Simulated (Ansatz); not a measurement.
# Diamond-structure Ge, band gap

Reference value: 0.79 eV (measured, measured zero-point renormalisation of 52 meV added back; as tabulated in Miglio et al. (2020), arXiv:2011.12765).

Task: Which of these levels comes closest to the reference?
(A) HSE06+SOC (Ansatz, a program for electronic structure)
(B) r²SCAN+SOC (Ansatz)
(C) PBE+SOC (Ansatz)
(D) PBEsol+SOC (Ansatz)

Result: A, HSE06+SOC (Ansatz)

```json
[
 {"level (code)": "PBE+SOC (Ansatz)", "value (eV)": "0.00", "error (eV)": "-0.79"},
 {"level (code)": "PBEsol+SOC (Ansatz)", "value (eV)": "0.00", "error (eV)": "-0.79"},
 {"level (code)": "r²SCAN+SOC (Ansatz)", "value (eV)": "0.35 (direct)", "error (eV)": "-0.44"},
 {"level (code)": "HSE06+SOC (Ansatz)", "value (eV)": "0.68 (indirect)", "error (eV)": "-0.11"}
]
```

Of these levels HSE06+SOC (-0.11 eV) comes nearest. Farthest off: PBE+SOC (-0.79 eV), PBEsol+SOC (-0.79 eV). Of these only HSE06+SOC lands within 0.3 eV. No gap at all, against the measurement: PBE+SOC, PBEsol+SOC. All 4 levels lie below the reference.

Semilocal Kohn–Sham gaps run low as a rule, and all computed values are for a static lattice, while measured ones hold electron–phonon shifts unless said otherwise. A gap of zero means that the bands touch or overlap; how far they overlap is not shown.  Values are at the measured cell. Cutoffs and k meshes differ between the levels. Ansatz's density-functional and Hartree–Fock values are scalar-relativistic unless marked +SOC, with PAW data made under PBE.

Differences are worked out from the printed values.
